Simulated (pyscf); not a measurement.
Elementary routes open to `[CH3][Zn][Cl]` + `[H]` [doublet] in the gas phase (doublet surface):
A. `[CH4]` + `[Cl][Zn]` [doublet] (C–Zn broken; C–H formed)
B. `[CH3][Zn]` [doublet] + `[ClH]` (Cl–Zn broken; Cl–H formed)

PySCF, gas phase, ωB97X-D3(BJ)/def2-SVP geometries.

### Question
Rank the routes by free-energy barrier at 1200 K, lowest first, for ωB97M-D3(BJ)/def2-TZVP energies (ideal gas, 1 atm, RRHO with modes under 100 cm⁻¹ raised to 100, one conformer, R ln 2 for chiral ones without a mode under 150 cm⁻¹).

### Answer
B (178.4 kJ/mol), A (192.4 kJ/mol)

Route B is the fastest of these, ahead of the next by 14.0 kJ/mol. The most stable products are those of A (ΔG = -144.7 kJ/mol), whose barrier is 14.0 kJ/mol higher: the kinetic and the thermodynamic product differ. At 298 K A takes the lead. Only these routes are compared; each barrier is that of the saddle found, and lower ones may exist. The term symbol of open-shell Cl–Zn was not checked; spin-orbit terms and orbital degeneracy are left out. Elements up to Kr have no core potential and no relativistic terms here.
